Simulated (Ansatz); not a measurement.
# Carbon monoxide (CO): how energies converge with the basis set

Aim: see how fast density functionals and correlated methods converge with the basis set for carbon monoxide (CO).

Program: Ansatz 0.2.0, Gaussian basis. Level of theory: one geometry, several basis sets. These are calculated values, not measurements.

Levels to be run: PBE0-D4/def2-SVP; ωB97M-V/def2-SVP; PBE0-D4/def2-QZVPP; ωB97M-V/def2-QZVPP; CCSD(T)/cc-pV(D+d)Z; CCSD(T)/cc-pV(T+d)Z; CCSD(T)/cc-pV(Q+d)Z; the functionals' def2-TZVPP values are taken from earlier runs.

**1. The relaxed structure**

All runs share one geometry, relaxed beforehand with PBE0-D4 in a triple-zeta def2 set.

SMILES `[C-]#[O+]`, 2 atoms, charge 0, spin multiplicity 1.

Atoms are counted from 1 here; the program's logs count them from 0.

Bond lengths: C1–O2 1.123 Å.

As a file:

```xyz
2
charge 0, multiplicity 1
C     0.4799   -0.1551    0.2472
O    -0.4799    0.1551   -0.2472
```

**2. PBE0-D4 in def2-SVP**

The input, in.yaml:

```yaml
crystal:
  periodic: [false, false, false]
  atoms:
    - {symbol: C, position_ang: [0.479925, -0.155065, 0.247237]}
    - {symbol: O, position_ang: [-0.479925, 0.155065, -0.247237]}
basis:
  gaussian: {orbitals: def2-SVP}
hamiltonian: {xc: pbe0, dispersion: d4}
output: {orbitals: {seedname: orbitals}}
```

Run with:

```bash
$ ansatz run in.yaml --threads 2 --pin off --events-out ev --progress --plain --max-ram 32768MiB --backend cpu
```

Further steps of the session: ωB97M-V in def2-SVP; PBE0-D4 in def2-QZVPP; ωB97M-V in def2-QZVPP; CCSD(T) in cc-pV(D+d)Z; CCSD(T) in cc-pV(T+d)Z; CCSD(T) in cc-pV(Q+d)Z.

Q: Predict the results of all the runs planned. Wanted: MP2 correlation recovered, cc-pV(D+d)Z; MP2 correlation recovered, cc-pV(T+d)Z; MP2 correlation recovered, cc-pV(Q+d)Z; CCSD(T) limit from def2 sets; PBE0-D4: double and triple zeta above quadruple; ωB97M-V: double and triple zeta above quadruple.

**Answer**, as computed:

```
                                                                 quantity          value
                                   MP2 correlation recovered, cc-pV(D+d)Z         71.7 %
                                   MP2 correlation recovered, cc-pV(T+d)Z         88.9 %
                                   MP2 correlation recovered, cc-pV(Q+d)Z         95.4 %
CCSD(T) limit from def2 sets (earlier runs) less the limit of this series         25 meV
                          PBE0-D4: double and triple zeta above quadruple  3.83, 0.16 eV
                          ωB97M-V: double and triple zeta above quadruple  3.93, 0.15 eV
```

What this shows: For PBE0-D4 the step from double to triple zeta gains 3.67 eV and the next only 0.16 eV. In cc-pV(D+d)Z MP2 holds 72 % of its limit, in cc-pV(Q+d)Z 95 %, while Hartree-Fock is within 0.070 eV in the largest set. A limit from the def2 sets, made apart, differs by 25 meV, a least measure of the doubt on such a limit. Total energies overstate the basis error of differences, where much of it tends to cancel. The LUMO of ωB97M-V is positive and keeps falling with the basis (2.13 to 1.61 eV): an unbound level that the basis holds in place.
